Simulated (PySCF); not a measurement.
**AlCl + HF → AlF + HCl**

Level: PBE0 in the def2-TZVP basis family, all electrons, no relativity, computed in PySCF with density fitting; open shells unrestricted.

```json
{"species": "AlCl", "state and structure": "singlet, C∞v, Al–Cl 2.146 Å", "E (Eh)": "-702.43605", "ZPE (kJ/mol)": "2.8", "H(298 K) − H(0) (kJ/mol)": "9.3", "S° (J/(mol K))": "227.9"}
{"species": "HF", "state and structure": "singlet, C∞v, H–F 0.920 Å", "E (Eh)": "-100.39188", "ZPE (kJ/mol)": "24.9", "H(298 K) − H(0) (kJ/mol)": "8.7", "S° (J/(mol K))": "173.6"}
{"species": "AlF", "state and structure": "singlet, C∞v, Al–F 1.664 Å", "E (Eh)": "-342.17359", "ZPE (kJ/mol)": "4.7", "H(298 K) − H(0) (kJ/mol)": "8.9", "S° (J/(mol K))": "215.2"}
{"species": "HCl", "state and structure": "singlet, C∞v, H–Cl 1.279 Å", "E (Eh)": "-460.66440", "ZPE (kJ/mol)": "17.9", "H(298 K) − H(0) (kJ/mol)": "8.7", "S° (J/(mol K))": "186.6"}
```

**Question.** What is the electronic reaction energy?

**Answer.** At PBE0/def2-TZVP, ΔE = -26.4 kJ/mol from the differences of the total energies times 2625.5, downhill. Ligand exchange with HF takes part in thermal etching.

**Question.** Add zero-point, thermal and entropy terms for 298.15 K and 1 bar.

**Answer.** ΔZPE = -5.1 and Δ[H(298) − H(0)] = -0.4 kJ/mol give ΔH° = -31.9 kJ/mol. ΔS° = 0.3 J/(mol K), so ΔG° = -31.9 − 298.15 × (0.0003) = -32 kJ/mol and log₁₀K = 5.6.

Only the bonding shown was studied: isomers, or loss of a ligand pair, can lie lower.
